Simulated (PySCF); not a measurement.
CH₃NO, SMILES NC=O.

Geometry optimised at B3LYP-D3(BJ)/def2-TZVP. One conformer was computed; it need not be the lowest.

Two levels are set side by side: TDDFT-PBE/def2-SVPD (PySCF) and TDDFT-M06-2X/def2-SVPD (PySCF). Vertical, same geometry. The lowest singlet is HOMO→LUMO 100 % with PBE and HOMO→LUMO+1 97 % with the other functional; states are paired by order. Differences are taken from unrounded values.

```
quantity                               TDDFT-PBE
-------------------------------------  ---------
lowest singlet excitation (eV)              5.46
lowest triplet excitation (TDA) (eV)        4.92
first bright state (f over 0.05) (eV)       6.80
its oscillator strength                     0.08
```

These are the TDDFT-PBE values. What does TDDFT-M06-2X give? (The exact figures need the calculation; the answer reports its results.)


```json
[
 {"quantity": "lowest singlet excitation (eV)", "TDDFT-M06-2X": "5.42", "TDDFT-PBE minus TDDFT-M06-2X": "0.03"},
 {"quantity": "lowest triplet excitation (TDA) (eV)", "TDDFT-M06-2X": "5.06", "TDDFT-PBE minus TDDFT-M06-2X": "-0.14"},
 {"quantity": "first bright state (f over 0.05) (eV)", "TDDFT-M06-2X": "8.05", "TDDFT-PBE minus TDDFT-M06-2X": "-1.25"},
 {"quantity": "its oscillator strength", "TDDFT-M06-2X": "0.21", "TDDFT-PBE minus TDDFT-M06-2X": "-0.13"}
]
```

Rough cost on one machine, each run with all the roots and properties that it gave: TDDFT-M06-2X against TDDFT-PBE about 20 times.
